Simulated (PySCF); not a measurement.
Electric properties by functional and basis

Species: OF₂.
SMILES: `FOF`

PySCF, dipoles from the SCF density, polarisabilities from static response with core orbitals frozen. Geometry: PBE0-D3(BJ)/def2-SVP; no solvent, vibrations or thermal averaging.

Reference dipole: 0.297 D (measured, gas; NIST CCCBDB Release 22 (SRD 101), experimental dipoles). Reference dipole: 0.325 D (computed, CCSD(T)/CBS, all electrons, equilibrium geometry, gas; Hait, Head-Gordon, J. Chem. Theory Comput. 14 (2018) 1969). Reference polarisability: 2.129 Å³ (computed, CCSD(T)/CBS, static electronic, isotropic average, equilibrium geometry, gas; Hait, Head-Gordon, Phys. Chem. Chem. Phys. 20 (2018) 19800). Errors are taken against the first value of each kind. The anisotropy is √(½[(α1 − α2)² + (α2 − α3)² + (α3 − α1)²]).

```tsv
level	μ (D)	error (%)	α (au)	error (%)	anisotropy (au)
LDA/def2-SVPD	0.196	-34.0	14.34	-0.2	8.40
PBE/def2-SVPD	0.214	-27.9	14.40	+0.2	8.50
B3LYP/def2-SVPD	0.261	-12.2	13.92	-3.1	8.52
PBE0/def2-SVPD	0.257	-13.4	13.71	-4.6	8.34
BHandHLYP/def2-SVPD	0.301	+1.3	13.44	-6.5	8.75
CAM-B3LYP/def2-SVPD	0.267	-10.1	13.86	-3.6	8.46
wB97X-D/def2-SVPD	0.262	-11.9	13.81	-3.9	8.31
LC-wPBE/def2-SVPD	0.250	-15.9	13.74	-4.4	8.12
HF/def2-SVPD	0.349	+17.5	13.30	-7.4	9.81
PBE0/6-31G*	0.174	-41.3	9.40	-34.6	9.21
PBE0/def2-SVP	0.217	-26.9	8.68	-39.6	9.56
PBE0/6-31+G*	0.290	-2.4	12.07	-16.0	9.14
PBE0/aug-cc-pVDZ	0.278	-6.3	13.19	-8.2	8.76
PBE0/def2-TZVP	0.263	-11.4	11.11	-22.7	9.37
PBE0/def2-TZVPD	0.273	-8.1	14.05	-2.2	8.54
PBE0/aug-cc-pVTZ	0.279	-6.0	13.81	-3.9	8.62
```

For the dipole, the smallest error is 1.3% (BHandHLYP/def2-SVPD) and the largest 41.3% (PBE0/6-31G*). For the polarisability, the smallest error is 0.2% (LDA/def2-SVPD and PBE/def2-SVPD) and the largest 39.6% (PBE0/def2-SVP). The dipole runs from 0.17 D (PBE0/6-31G*) to 0.35 D (HF/def2-SVPD). In one basis (def2-SVPD) the functionals order the polarisability from HF (lowest) to PBE (highest), a spread of 8%. With PBE0 the polarisability is 9.73 au without diffuse functions (mean of 6-31G*, def2-SVP and def2-TZVP) and 13.37 au with them (mean of 6-31+G*, def2-SVPD, aug-cc-pVDZ, def2-TZVPD and aug-cc-pVTZ). Measured values can belong to vibrating molecules; the computed ones are for one fixed geometry.
